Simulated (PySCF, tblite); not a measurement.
Isomers of C4H7O (doublet state), one GFN2-xTB conformer each. Single-point energies are computed at B3LYP/pcH-1 (PySCF, gas phase, no added dispersion term), electronic only. GFN2-xTB treats the open shell by occupation alone, and not every SCF solution was tested for stability.

Question: Rank them by B3LYP/pcH-1 energy, lowest first (kcal/mol).
A. `[CH3:1][CH2:2][CH2:3][C:4]=[O:5]` (doublet state) with C1–C2–C3–C4 180°, C2–C3–C4–O5 0°
B. `[CH2:1][C@@H:2]1[O:3][C@H:4]1[CH3:5]` (doublet state) with H–C1–C2–O3 -152° and 27°

Answer: A (0.0), B (30.9).

As drawn, the higher has a three-membered ring, which the lower lacks. GFN2-xTB itself gives, in the same order: 0.0, 9.2. Both levels put the same isomer lowest.

Q: What happens when harmonic zero-point energies from GFN2-xTB frequencies are added?

A: 
| SMILES | ZPE (kcal/mol) | electronic (kcal/mol) | with ZPE (kcal/mol) |
| --- | --- | --- | --- |
| CCC[C]=O | 62.2 | 0.0 | 0.0 |
| [CH2][C@@H]1O[C@H]1C | 60.9 | 30.9 | 29.6 |

The zero-point energies span 1.3 kcal/mol. The order is unchanged.
